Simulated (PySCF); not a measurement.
PySCF job for nitrous oxide anion (N2O), SMILES N#[N+][O-] (connectivity only; charge and spin as stated), charge -1, multiplicity 2, C-PCM-ωB97X/def2-SVPD. Coordinates come from a B3LYP-D3(BJ)/def2-TZVPD optimisation. The spin state was assumed, not searched.

```python
import numpy as np
from pyscf import gto, scf, dft
from pyscf.solvent import pcm

mol = gto.M(
    atom='''
    N     0.17732160   -1.17343424    0.00000000
    N    -0.33257131   -0.10390753    0.00000000
    O     0.13584350    1.11767405    0.00000000
    ''',
    basis='def2-SVPD',
    charge=-1,
    spin=1,
    max_memory=1600,
    verbose=3,
)
mf = dft.UKS(mol, xc='wb97x').density_fit(auxbasis='def2-universal-jkfit')
mf.grids.level = 3
mf.conv_tol = 1e-9
mf.max_cycle = 100
mf.kernel()
fine, coarse = mf.grids, dft.Grids(mol).set(level=1).build(with_non0tab=True)
for _ in range(3):  # follow internal instabilities
    mf.grids = coarse
    mo, _, stable, _ = mf.stability(return_status=True, nroots=4)
    mf.grids = fine
    if stable:
        break
    mf.kernel(mf.make_rdm1(mo, mf.mo_occ))
res = {}
for name, eps in {'water': 78.355, 'dimethylsulfoxide': 46.826, 'acetone': 20.493}.items():
    s = mf.PCM()
    s.with_solvent.method, s.with_solvent.eps, s.with_solvent.lebedev_order = 'C-PCM', eps, 29
    s.kernel(mf.make_rdm1())
    res[name] = (s.e_tot, eps, s.dip_moment(), s.mo_energy, s.converged)
    print(f'{name}: electrostatic solvation free energy {(s.e_tot - mf.e_tot) * 627.509474:.3f} kcal/mol')
```

Program output:

```

WARN: HOMO -0.130317841260588 >= LUMO -0.130317841260589

converged SCF energy = -184.476399556417  <S^2> = 0.75690374  2S+1 = 2.0068919
<class 'pyscf.df.df_jk.DFUKS'> wavefunction is stable in the internal stability analysis

WARN: PCM is an experimental feature. It is still in testing.
Features and APIs may be changed in the future.

converged SCF energy = -184.582965539608  <S^2> = 0.75669663  2S+1 = 2.0066855

WARN: System has nonzero charge -1; the dipole moment is origin-dependent.
Location of origin: [0. 0. 0.]

Dipole moment(X, Y, Z, Debye): -0.57093, -0.71192, -0.00000
water: electrostatic solvation free energy -66.871 kcal/mol

WARN: PCM is an experimental feature. It is still in testing.
Features and APIs may be changed in the future.

converged SCF energy = -184.582033988661  <S^2> = 0.75669831  2S+1 = 2.0066871

WARN: System has nonzero charge -1; the dipole moment is origin-dependent.
Location of origin: [0. 0. 0.]

Dipole moment(X, Y, Z, Debye): -0.57011, -0.70886, -0.00000
dimethylsulfoxide: electrostatic solvation free energy -66.287 kcal/mol

WARN: PCM is an experimental feature. It is still in testing.
Features and APIs may be changed in the future.

converged SCF energy = -184.579059702115  <S^2> = 0.75670285  2S+1 = 2.0066917

WARN: System has nonzero charge -1; the dipole moment is origin-dependent.
Location of origin: [0. 0. 0.]

Dipole moment(X, Y, Z, Debye): -0.56752, -0.69917, -0.00000
acetone: electrostatic solvation free energy -64.420 kcal/mol
```

Self-consistency was reached.

Cost: roughly 26 core-seconds.
